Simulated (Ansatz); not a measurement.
**AlBSi (triplet): from Hartree-Fock to the top rungs, def2-TZVPP**

An exercise on one series of results from a longer session: the logs are not shown, and one member is left open.

The runs use Ansatz 0.2.0, Gaussian basis; def2-TZVPP, core rule «outside noble gas», up to 11 orbitals frozen.

Plan: UHF; ROHF; CCSD(T) on UHF.

2 further runs of the same task are left out: 2 set aside as unsound or not needed.

## What is computed

The geometry is a PBE0/def2-TZVP stationary point (not a proven minimum) of the parent state, kept for this charge and spin.

3 atoms, charge 0, spin multiplicity 3.

Atoms are counted from 1 here; the program's logs count them from 0.

Bond lengths: Al1–B2 1.956 Å, Al1–Si3 2.412 Å, B2–Si3 1.863 Å. Angles: B2–Al1–Si3 49.2°, Al1–B2–Si3 78.3°, Al1–Si3–B2 52.6°.

Set-up of the first run:

in.yaml

```yaml
crystal:
  periodic: [false, false, false]
  atoms:
    - {symbol: Al, position_ang: [0.000000, -0.235516, 1.239346]}
    - {symbol: B, position_ang: [0.000000, 1.236586, -0.048093]}
    - {symbol: Si, position_ang: [0.000000, -0.249742, -1.172118]}
basis:
  gaussian: {orbitals: def2-TZVPP}
magnetization: {spin_polarized: true, initial_magnetization: 2}
hamiltonian: {xc: hf}
output: {orbitals: {seedname: orbitals}}
```

On the command line:

```bash
$ ansatz run in.yaml --threads 1 --pin off --events-out ev --progress --plain --max-ram 4096MiB --backend cpu
```

Steps of the session up to this table: UHF; ROHF; CCSD(T) on UHF.

One of the session's tables, all rows but one given; the rest of the session is left out.

```
  method  from UCCSD(T) (meV)
    ROHF              +8013.9
     UHF              +7604.8
    UMP2              +1496.6
   UCCSD                    ?
UCCSD(T)                    0
```

**Question.** Estimate the row for UCCSD.

The run gave: from UCCSD(T) (meV): +608.2. In the column «from UCCSD(T) (meV)» it lies between UCCSD(T) (0) and UMP2 (+1496.6).
